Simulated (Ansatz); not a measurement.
**C₄H₅N: a ladder of functionals and wavefunction methods**

An exercise on one series of results from a longer session: the logs are not shown, and one member is left open.

Program: Ansatz 0.2.0, Gaussian basis. Level of theory: functionals in def2-TZVPP, the program's frozen cores in correlated methods. These are calculated values, not measurements.

Levels to be run: LDA (SPW92), PBE-D4, revPBE-D4, BLYP-D4, r2SCAN-D4, B97M-V, PBE0-D4, B3LYP-D4, r2SCANh-D4, r2SCAN0-D4, HSE06-D4, BHLYP-D4, CAM-B3LYP-D4, LC-ωPBE, ωB97X-V, ωB97M-V, B2PLYP, PBE-QIDH; CCSD(T)/def2-SVP; CCSD(T)/def2-TZVPP; MP2/def2-QZVPP; extrapolation to the limit; RPA on PBE.

**The geometry**

All runs share one geometry, relaxed beforehand with PBE0-D4 in a triple-zeta def2 set.

SMILES `C=CN1C=C1`, 10 atoms, charge 0, spin multiplicity 1.

Atoms are counted from 1 here; the program's logs count them from 0.

Bond lengths: C1–C2 1.326 Å, C1–H6 1.082 Å, C1–H7 1.085 Å, C2–N3 1.414 Å, C2–H8 1.087 Å, N3–C4 1.489 Å, N3–C5 1.491 Å, C4–C5 1.272 Å, C4–H9 1.074 Å, C5–H10 1.074 Å. Angles: C2–C1–H6 121.1°, C2–C1–H7 121.5°, H6–C1–H7 117.4°, C1–C2–N3 125.8°, C1–C2–H8 121.3°, N3–C2–H8 112.7°, C2–N3–C4 116.6°, C2–N3–C5 115.7°, C4–N3–C5 50.6°, N3–C4–C5 64.8°, N3–C4–H9 137.8°, C5–C4–H9 157.1°, N3–C5–C4 64.6°, N3–C5–H10 138.7°, C4–C5–H10 156.2°.

The first run:

File in.yaml:

```yaml
crystal:
  periodic: [false, false, false]
  atoms:
    - {symbol: C, position_ang: [-1.284472, -0.101687, -0.932419]}
    - {symbol: C, position_ang: [-0.334025, -0.863990, -0.408194]}
    - {symbol: N, position_ang: [0.961304, -0.434826, -0.039235]}
    - {symbol: C, position_ang: [1.111943, 0.130331, 1.329885]}
    - {symbol: C, position_ang: [1.072142, 0.988386, 0.391251]}
    - {symbol: H, position_ang: [-2.219425, -0.528639, -1.270815]}
    - {symbol: H, position_ang: [-1.152758, 0.969153, -1.049611]}
    - {symbol: H, position_ang: [-0.468099, -1.936998, -0.295845]}
    - {symbol: H, position_ang: [1.240607, -0.234664, 2.332172]}
    - {symbol: H, position_ang: [1.155882, 1.961833, -0.054388]}
basis:
  gaussian: {orbitals: def2-TZVPP}
hamiltonian: {xc: lda}
output: {orbitals: {seedname: orbitals}}
```

Run with:

```
$ ansatz run in.yaml --threads 2 --pin off --events-out ev --progress --plain --max-ram 4352MiB
```

Among the steps run: LDA; PBE-D4 (GGA); revPBE-D4 (GGA); BLYP-D4 (GGA); r2SCAN-D4 (meta-GGA); B97M-V (meta-GGA); PBE0-D4 (hybrid); B3LYP-D4 (hybrid); r2SCANh-D4 (hybrid); r2SCAN0-D4 (hybrid); HSE06-D4 (hybrid); BHLYP-D4 (hybrid); CAM-B3LYP-D4 (range-separated); LC-ωPBE (range-separated); ωB97X-V (range-separated); ωB97M-V (range-separated); B2PLYP (double hybrid); PBE-QIDH (double hybrid).

One of the session's tables, all rows but one given; the rest of the session is left out.

It belongs to the step «Orbital energies across the functionals». 

| functional | HOMO (eV) | gap (eV) |
| --- | --- | --- |
| LDA (SPW92) | -5.03 | 3.21 |
| PBE-D4 | -4.86 | 3.32 |
| revPBE-D4 | -4.79 | 3.36 |
| BLYP-D4 | -4.73 | 3.31 |
| r2SCAN-D4 | -5.04 | 3.75 |
| B97M-V | -5.12 | 3.91 |
| PBE0-D4 | -6.07 | 5.61 |
| B3LYP-D4 | -5.86 | 5.14 |
| r2SCANh-D4 | -5.50 | 4.61 |
| r2SCAN0-D4 | -6.20 | 5.88 |
| HSE06-D4 | -5.67 | 4.82 |
| BHLYP-D4 | -7.18 | 7.83 |
| CAM-B3LYP-D4 | -7.42 | 8.11 |
| LC-ωPBE | -8.75 | 10.68 |
| ωB97X-V | ? | ? |
| ωB97M-V | -8.33 | 10.02 |

Estimate the missing values for ωB97X-V.

The run gave: HOMO (eV): -8.40; gap (eV): 10.23. In the column «HOMO (eV)» it lies between LC-ωPBE (-8.75) and ωB97M-V (-8.33).
